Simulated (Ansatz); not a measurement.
Input file:

```yaml
crystal:
  periodic: [false, false, false]
  atoms:
    - {symbol: Si, position_ang: [0.000000, 0.000000, 0.000000]}
    - {symbol: H, position_ang: [0.000000, 0.000000, 1.802000]}
basis:
  gaussian: {orbitals: cc-pVTZ}
magnetization: {spin_polarized: false, initial_magnetization: 3}
correlation: {method: ccsdt_q, electrons: outside_noble_gas}
```

```sh
$ ansatz run in.yaml --threads 1 --pin off --events-out ev --progress --plain --max-ram 2393MiB
```

The program prints:

```
521 factors; integrals over basis functions are off by at most 1.6e-7 eV
mean field evaluation 1: about -7873.7071 eV, gradient 5.8e0 eV
mean field evaluation 2: about -7873.7076 eV, gradient 5.8e0 eV
mean field evaluation 4: about -7874.2913 eV, gradient 8.9e-1 eV
mean field evaluation 8: about -7874.3666 eV, gradient 4.4e-1 eV
mean field evaluation 16: about -7874.3829 eV, gradient 1.5e-6 eV
mean field evaluation 32: about -7871.3865 eV, gradient 1.6e-1 eV
mean field evaluation 64: about -7871.3875 eV, gradient 1.7e-4 eV
mean field -7874.38285931 eV, -289.3782326311 hartree, gradient 1.5e-6 eV, S^2 3.750000; 1 other end points of the search recorded, 0 dependent functions left out
determinant -7874.38285931 eV, -289.3782326311 hartree, with singles and doubles -7876.83053586 eV, -289.4681830853 hartree
determinant -7871.38750386 eV, -289.2681553488 hartree, with singles and doubles -7873.78705313 eV, -289.3563371581 hartree
5 core orbitals not correlated: weight in the atoms' cores, before any rotation towards them, 1.000 or more for the frozen orbitals, at most 0.000 for the correlated occupied ones
reference -7874.38285931 eV, -289.3782326311 hartree; 4, 1 occupied and 39, 42 virtual orbitals, 521 factors
second order -1.79961443 eV of doubles, -0.04673825 eV of singles
cycle   1  -2.18814408 eV  change   -3.4e-1 eV  update   7.0e-2
cycle   2  -2.48525384 eV  change   -3.0e-1 eV  update   4.0e-2
cycle   3  -2.53009593 eV  change   -4.5e-2 eV  update   2.1e-2
cycle   4  -2.54788311 eV  change   -1.8e-2 eV  update   1.3e-2
cycle   5  -2.55641208 eV  change   -8.5e-3 eV  update   4.4e-3
cycle   6  -2.55205052 eV  change    4.4e-3 eV  update   1.9e-3
cycle   7  -2.55316087 eV  change   -1.1e-3 eV  update   6.6e-4
cycle   8  -2.55362294 eV  change   -4.6e-4 eV  update   2.1e-4
cycle   9  -2.55328395 eV  change    3.4e-4 eV  update   9.5e-5
cycle  10  -2.55330155 eV  change   -1.8e-5 eV  update   3.7e-5
cycle  11  -2.55331724 eV  change   -1.6e-5 eV  update   1.8e-5
cycle  12  -2.55331687 eV  change    3.6e-7 eV  update   6.0e-6
cycle  13  -2.55331602 eV  change    8.5e-7 eV  update   2.8e-6
cycle  14  -2.55331504 eV  change    9.8e-7 eV  update   8.3e-7
cycle  15  -2.55331594 eV  change   -9.0e-7 eV  update   2.8e-7
cycle  16  -2.55331603 eV  change   -8.8e-8 eV  update   7.5e-8
perturbative correction -0.00295781 eV, -0.0001086974 hartree
Total energy: -7876.93913314 eV, -289.4721739617 hartree
```

For the same geometry and basis full CI lies 1.0 meV lower.

Ran on 1 thread of Arm Neoverse V1, shared host: 9 s wall, 0.19 GiB peak host memory.
